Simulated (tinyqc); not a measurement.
Orbital energy against energy difference: ionisation energy by orbital energies and by energy differences in the 6-31g* basis, for N2, spin multiplicity 1. Computed by the program tinyqc with PySCF. Command: `OMP_NUM_THREADS=1 python tinyqc.py 112426 112427 out.jsonl`; one thread of a shared host (Intel(R) Xeon(R) Processor @ 2.60GHz), about 20 s.

Geometry (angstrom):
```
atom,x,y,z
N,0.0000,0.0000,0.0000
N,0.0000,0.0000,0.9820
```

CCSD(T) difference in the same basis = 15.5336 eV

IP-EOM-CCSD = 15.4797 eV

The cation is unrestricted; errors are against CCSD(T) in this basis, not against experiment.

First vertical ionisation energy (eV):
```
method,-e(HOMO),E(cation) - E,error of -e(HOMO),error of the difference
HF,17.353,15.49734,1.819,-0.036
LDA,10.031,15.64979,-5.503,0.116
PBE,9.896,15.42226,-5.638,-0.111
B3LYP,11.691,15.91553,-3.843,0.382
PBE0,12.005,15.86315,-3.528,0.330
CAM-B3LYP,13.640,16.09538,-1.893,0.562
LC-wPBE,15.107,16.15109,-0.426,0.617
```

Koopmans errs by +1.82 eV and Delta-HF by -0.04 eV: relaxation, 1.86 eV, lowers the value and the missing correlation difference works against it. The PBE level is off by -5.6 eV through the wrong tail of its potential, though its energy difference is off by -0.11 eV; exact exchange deepens the level, and among the orbital energies LC-wPBE comes closest; among the differences HF does.
